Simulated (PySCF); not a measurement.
An unknown is described by computed data only.

Elements present: C, F, H and O. Monoisotopic mass: 80.0074 u.

- Valence photoelectron: vertical ionisation energy: 11.76 eV [ΔSCF B3LYP/def2-SVPD]
- Couplings: largest of the computed one-bond spin–spin couplings (means over like bonds): 19F–13C -347.2 (×2), 13C–1H +232.4 (×2), 13C–13C +44.6, 17O–13C +31.2 (×2) Hz [B3LYP/pcJ-1]
- Rotational structure: rotational constants A, B, C: 9.262, 5.185, 3.878 GHz [PBE0-D3(BJ)/def2-SVP]
- XPS: C1s 295.5 (×2), O1s 540.0, F1s 693.7 (×2) eV [ΔSCF SCAN, pcX-2 on the ionised atom, pcseg-1 elsewhere, spin-free X2C]
- UV, first state: lowest singlet excitation: 8.23 eV (151 nm, f = 0.013) [TDDFT B3LYP/def2-SVPD]
- 1H NMR: chemical shifts (computed TMS as zero) by class: 4.98 (2 H) ppm [GIAO PBE0/pcSseg-1]
- NMR, other nuclei: isotropic shieldings of nuclei other than C and H, by class: 217 (1 O), 363 (2 F) ppm [GIAO PBE0/pcSseg-1]
- Dipole: 2.82 D [B3LYP/def2-SVPD]
- 13C NMR: chemical shifts (computed TMS as zero) by class: 86.6 (2 C) ppm [GIAO PBE0/pcSseg-1]
- Polarisability: 29.3 au [B3LYP/def2-SVPD]

Gas-phase values; electronic properties from PySCF, density fitting. Levels stand in brackets. Isolated species at its PBE0-D3(BJ)/def2-SVP geometry, gas phase. NMR values are class means; diastereotopic atoms form classes of their own.

Task: Which formula fits the mass and the elements?

Result: C2H2F2O (calculated 80.0074). No other formula that holds each of these elements comes within 0.0003 u with a fitting electron parity and a possible valence count.

Task: Propose a structure and show how it fits.

Result: Numbering: `[F:1][C@@H:2]1[O:3][C@@H:4]1[F:5]`. Its formula, C2H2F2O, gives 1 degree of unsaturation: 1 ring and 0 π bonds in the structure found. 2 carbons fall into 1 class: sp3 C–F carbon [C2/C4] (86.6 ppm, 2 C). All hydrogens form one class (4.98 ppm): methine hydrogen. The other shieldings belong to: 217 ppm, epoxide oxygen [O3]; 363 ppm, alkyl fluorine [F1/F5]. The couplings run between: -347.2 Hz, alkyl fluorine [F1] and sp3 C–F carbon [C2] (with 1 like pair); +232.4 Hz, sp3 C–F carbon [C2] and its hydrogen (with 1 like pair); +44.6 Hz, sp3 C–F carbon [C2] and sp3 C–F carbon [C4]; +31.2 Hz, epoxide oxygen [O3] and sp3 C–F carbon [C2] (with 1 like pair). The core levels belong to: C1s 295.5 eV, sp3 C–F carbon [C2/C4]; O1s 540.0 eV, epoxide oxygen [O3]; F1s 693.7 eV, alkyl fluorine [F1/F5]. The first electron is taken from the HOMO, whose largest Löwdin shares are 0.28 on the epoxide oxygen and 0.19 on each of 2 atoms of one kind (sp3 C–F carbon). The optimised geometry has point group Cs and is an asymmetric top. Structure: `F[C@@H]1O[C@@H]1F`. Computed isomers that give other values at the same levels: `O=CC(F)F` (smallest rotational constant: 3.029 GHz; this holds for the one conformer computed); `FC1(F)CO1` (core binding energies: C1s 293.5, C1s 297.6, O1s 540.0, F1s 694.1 (×2) eV). The assignments are read from this structure; whether some other isomer fits the data as well wasn't checked.
